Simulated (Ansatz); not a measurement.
The input, for Ansatz 0.2.0:

```yaml
crystal:
  periodic: [false, false, false]
  atoms:
    - {symbol: B, position_ang: [0.000000, 0.000000, 0.000000]}
    - {symbol: N, position_ang: [0.000000, 0.000000, 1.158000]}
basis:
  gaussian: {orbitals: 6-31G}
magnetization: {spin_polarized: false}
hamiltonian: {xc: hf, pseudopotentials: {relativity: none}}
output: {forces: true, orbitals: {seedname: orbitals}}
```

```sh
$ ansatz run in.yaml --threads 1 --pin off --events-out ev --progress --plain --max-ram 2393MiB
```

Log:

```
258 factors; integrals over basis functions are off by at most 1.1e-4 eV
mean field evaluation 1: about -2139.7468 eV, gradient 4.5e1 eV
mean field evaluation 2: about -2139.7517 eV, gradient 4.5e1 eV
mean field evaluation 4: about -2145.0314 eV, gradient 3.4e0 eV
mean field evaluation 8: about -2145.2666 eV, gradient 9.1e-2 eV
mean field evaluation 16: about -2142.4583 eV, gradient 4.1e-1 eV
mean field -2145.26661175 eV, -78.8370938680 hartree, gradient 1.1e-5 eV, S^2 0.000000; 0 other end points of the search recorded, 0 dependent functions left out
the calculation of the forces begins
reference -2145.26661175 eV, -78.8370938680 hartree; 6, 6 occupied and 12, 12 virtual orbitals, 258 factors
Total energy: -2145.26661175 eV, -78.8370938680 hartree
Atom 0 at     0.000000     0.000000     0.000000 Å, force    -0.000000    -0.000000    -9.824207 eV/Å
Atom 1 at     0.000000     0.000000     1.158000 Å, force     0.000000     0.000000     9.824207 eV/Å
Dipole moment:    -0.000000     0.000000    -0.983267 e Å
```

Forces (eV/Å):
```
B    0.000  0.000 -9.824
N    0.000  0.000  9.824
```

Ran on 1 thread of Arm Neoverse V2, shared host: 0.12 s wall, 0.06 GiB peak host memory.
